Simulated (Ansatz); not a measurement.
Debugging a geometry optimisation of C3H5Cl2, SMILES C[CH]C(Cl)Cl (the Python package of Ansatz (0.2.0)).

The script, `opt_c3h5cl2.py`:
```python
import warnings

import ansatz as az
import numpy as np

warnings.simplefilter("ignore", az.DeckWarning)

geometry_ang = [
    ("C", (-1.2631, -0.134, 0.2818)),
    ("C", (-0.17, 0.033, -0.7735)),
    ("C", (1.2249, 0.3016, -0.1977)),
    ("Cl", (1.2693, 1.8325, 0.7157)),
    ("Cl", (1.7832, -1.0387, 0.8399)),
    ("H", (-1.0618, -1.0188, 0.921)),
    ("H", (-1.3392, 0.7731, 0.916)),
    ("H", (-2.2376, -0.2832, -0.2276)),
    ("H", (-0.1432, -0.8618, -1.4321)),
    ("H", (1.9374, 0.3962, -1.0434)),
]
molecule = az.Crystal.molecule()
for symbol, xyz in geometry_ang:
    molecule = molecule.atom(symbol, xyz)

setup = (
    molecule.calculation()
    .functional("b3lyp")
    .spin("collinear", total=1)
)
symbols = [site.symbol for site in molecule.cartesian_sites]
start = np.array([site.position_ang for site in molecule.cartesian_sites], dtype=float)
data = setup.relax(force_tolerance=0.01, max_steps=30).run(threads=1, backend="cpu").report
end = np.array(data["positions_ang"])

print(f"E = {data['free_energy_ev']:.6f} eV = {data['free_energy_ev'] / 27.211386246:.7f} Ha")
print("converged:", data["converged"], " doubts:", data["published_state_doubts"] or "none")

print("bond        before    after (A)")
for i, j in [(0, 1), (0, 5), (0, 6), (0, 7), (1, 2), (1, 8), (2, 3), (2, 4), (2, 9)]:
    d0, d1 = (np.linalg.norm(xyz[i] - xyz[j]) for xyz in (start, end))
    print(f"{symbols[i]}{i}-{symbols[j]}{j}".ljust(10), f"{d0:8.4f} {d1:8.4f}")

charges = data["charge_distribution"]
print("dipole moment", round(4.803205 * float(np.linalg.norm(charges["dipole_moment_e_ang"])), 3), "D")
print("Mulliken:", [(s, round(q, 3)) for s, q in zip(symbols, charges["mulliken_charges_e"])])
```

```console
$ python opt_c3h5cl2.py
Traceback (most recent call last):
  File "opt_c3h5cl2.py", line 31, in <module>
    data = setup.relax(force_tolerance=0.01, max_steps=30).run(threads=1, backend="cpu").report
           ~~~~~~~~~~~~~~~~~~~~~~~~~~~~~~~~~~~~~~~~~~~~~~~~~~~^^^^^^^^^^^^^^^^^^^^^^^^^^
  ...
ansatz.RefusalError: crystal.periodic: [false, false, false] — plane waves serve no molecule in free space; run it in a periodic box (the manual's SCF settings, § Molecules in a box). Leave crystal.periodic out and type crystal.lattice, kpoints, scf.occupations.method, an open shell's moments and, for an ion, output.charged_corrections. Or set basis.gaussian
$ echo $?
1
```
(Library frames cut from the traceback.)

Why does it end like this?

The fault: no basis is stated. The cap on steps that the faulty run carried goes too. The change:

```diff
--- before
+++ after
@@ -25,2 +25,3 @@
     molecule.calculation()
+    .basis(gaussian="def2-SVP")
     .functional("b3lyp")
@@ -30,3 +31,3 @@
 start = np.array([site.position_ang for site in molecule.cartesian_sites], dtype=float)
-data = setup.relax(force_tolerance=0.01, max_steps=30).run(threads=1, backend="cpu").report
+data = setup.relax(force_tolerance=0.01).run(threads=1, backend="cpu").report
 end = np.array(data["positions_ang"])
```

With that change:

```console
$ python opt_c3h5cl2.py
E = -28226.961001 eV = -1037.3216839 Ha
converged: True  doubts: none
bond        before    after (A)
C0-C1        1.5285   1.4864
C0-H5        1.1099   1.1090
C0-H6        1.1094   1.1018
C0-H7        1.1097   1.1001
C1-C2        1.5328   1.4696
C1-H8        1.1114   1.0952
C2-Cl3       1.7832   1.8086
C2-Cl4       1.7846   1.8507
C2-H9        1.1099   1.0941
dipole moment 2.012 D
Mulliken: [('C', 0.042), ('C', -0.078), ('C', 0.048), ('Cl', -0.108), ('Cl', -0.134), ('H', 0.042), ('H', 0.034), ('H', 0.028), ('H', 0.039), ('H', 0.087)]
```

Reading the output:
- Total energies depend on the basis set; only differences at equal settings carry meaning.
- The end point is the stationary point reached from this start; no frequency run checks that it is a minimum, and the basis set is modest.
- The species is open-shell (spin multiplicity 2).
- b3lyp holds the VWN-RPA fit, as in Gaussian; the form of ORCA and Turbomole is b3lyp5.
- Run time: 51 s on 1 thread of Intel(R) Xeon(R) Platinum 8488C (Sapphire Rapids), with other jobs on the host, peak memory 0.4 GiB.

(Lines on the test bed's own set-up are left out of the output.)
